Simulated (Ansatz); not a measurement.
Task: a short molecular-dynamics run of H3N (charge +1), SMILES [NH3+], with the Ansatz DFT code, driven from Python. Give the script and its output. Level of theory: BLYP, 6-31G* basis, multiplicity 2.

| atom | x (Å) | y (Å) | z (Å) |
| --- | --- | --- | --- |
| N | -0.0002 | 0.0080 | 0.2948 |
| H | -0.5975 | -0.7633 | -0.0780 |
| H | -0.3601 | 0.8950 | -0.1230 |
| H | 0.9579 | -0.1397 | -0.0939 |

`md_h3n.py`
```python
"""Molecular dynamics of one H3N(+) molecule."""

import logging
import sys

import ansatz as az
import numpy as np

logging.basicConfig(stream=sys.stdout, format="%(levelname)s %(message)s")
log = logging.getLogger("calc")
log.setLevel(logging.INFO)

GEOMETRY = """
N    -0.00020    0.00800    0.29480
H    -0.59750   -0.76330   -0.07800
H    -0.36010    0.89500   -0.12300
H     0.95790   -0.13970   -0.09390
"""

mol = az.Crystal.molecule()
for line in GEOMETRY.strip().splitlines():
    symbol, *xyz = line.split()
    mol = mol.atom(symbol, [float(v) for v in xyz])

base = (
    mol.calculation()
    .basis(gaussian="6-31G*")
    .functional("blyp")
    .charge(1)
    .spin("collinear", total=1)
    .md("nvt_langevin", timestep=0.25, steps=20, temperature=300, initial_velocities="maxwell_boltzmann", seed=1, friction=0.02)
)
frames = []
out = base.session().plan().execute(on_event=lambda e: frames.append(e["data"]) if e["event"] == "md_step" else None)
log.info("t (fs)   E_pot (eV)      E_kin (eV)   T (K)   d(0-1) (A)")
for f in frames[::2]:
    xyz = np.array(f["positions_ang"])
    log.info(f"{f['time_fs']:6.2f} {f['lagrangian_ev']:14.5f} {f['e_kin_ev']:10.5f} {f['temperature_k']:8.1f} {np.linalg.norm(xyz[0] - xyz[1]):9.4f}")
print("mean temperature", round(float(np.mean([f["temperature_k"] for f in frames])), 1), "K")
```

Running `python md_h3n.py` prints:
```text
INFO t (fs)   E_pot (eV)      E_kin (eV)   T (K)   d(0-1) (A)
INFO   0.00    -1527.45939    0.11633    225.0    1.0443
INFO   0.50    -1527.49329    0.15269    295.3    1.0380
INFO   1.00    -1527.54023    0.20232    391.3    1.0321
INFO   1.50    -1527.59479    0.25166    486.7    1.0264
INFO   2.00    -1527.65578    0.31604    611.2    1.0215
INFO   2.50    -1527.72114    0.38207    739.0    1.0182
INFO   3.00    -1527.78991    0.48886    945.5    1.0174
INFO   3.50    -1527.86237    0.56546   1093.6    1.0203
INFO   4.00    -1527.93094    0.67077   1297.3    1.0267
INFO   4.50    -1527.99100    0.78812   1524.3    1.0364
INFO   5.00    -1528.03353    0.78009   1508.8    1.0485
mean temperature 825.5 K
```

What to keep in mind:
- Total energies depend on the basis set; only differences at equal settings carry meaning.
- The trajectory is only some femtoseconds long, so its temperature is not equilibrated; where the script doesn't relax first, it starts from a rough generated geometry.
- The species is open-shell (spin multiplicity 2).
- The printed temperature counts all 3N degrees of freedom under Langevin dynamics, so the first row lies under the target.
- Timing: 6.8 s on 1 thread of Arm Neoverse V2, on a shared host, peak memory 0.15 GiB.

(Lines on the test bed's own set-up are left out of the output.)
